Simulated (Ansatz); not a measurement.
# GaP2H, triplet: the ladder up to UCCSDT(Q)

Geometry: displaced at random from a stationary point.

```yaml
atoms:
  - { symbol: Ga, position_ang: [-0.0202, 0.0278, 1.1698] }
  - { symbol: P, position_ang: [0.0771, 0.9590, -1.3318] }
  - { symbol: P, position_ang: [0.0132, -1.0626, -1.2581] }
  - { symbol: H, position_ang: [-1.3752, 1.2597, -1.3321] }
```

Basis cc-pVDZ; Ansatz 0.2.0. Only valence electrons are correlated (noble-gas cores and the filled d shells of p-block atoms frozen), which leaves 14 electrons in 44 orbitals. Prefix R: restricted or restricted open-shell reference; prefix U: unrestricted. No spin–orbit coupling is included, and no scalar relativity.

Full CI isn't at hand for all of this; UCCSDT(Q) serves as the reference, and is uncertain by the last step of the cluster series or more. The frozen core follows each run's orbitals, which can shift R against U totals by a few meV for light atoms and by up to 0.1 eV past Ca.

The UHF ⟨S²⟩ is 2.050, the T1 diagnostic (RCCSD) is 0.0305 and the largest doubles amplitude (RCCSD) is 0.044. The T1 diagnostic (UCCSD) is 0.0268.

| level | E − E(UHF) (eV) |
| --- | --- |
| UMP2 | -6.8372 |
| UCCSD | -7.9714 |
| UCCSD(T) | -8.3191 |

Problem. Estimate how far UCCSDT(Q) in cc-pVDZ lies from UCCSD(T). The table doesn't fix it; the size of (T) and the diagnostics are the guide.

Solution. UCCSDT(Q) in cc-pVDZ lies 1.76 kcal/mol below UCCSD(T), which is 22 % of the (T) step (-8.02 kcal/mol). T1 is raised, but (T) still catches most of what CCSD lacks. The miss exceeds 1 kcal/mol.

The other levels:

```
 level  E − E(UCCSDT(Q)) (kcal/mol)  wall time
UCCSDT                         0.72          –
```

Run but not shown, since their state, orbitals or frozen core can't be matched to the reference's or they repeat it: RHF, RMP2, RCCSD, RCCSD(T), BCCD(T), RCCSDT, RCCSDT(Q).
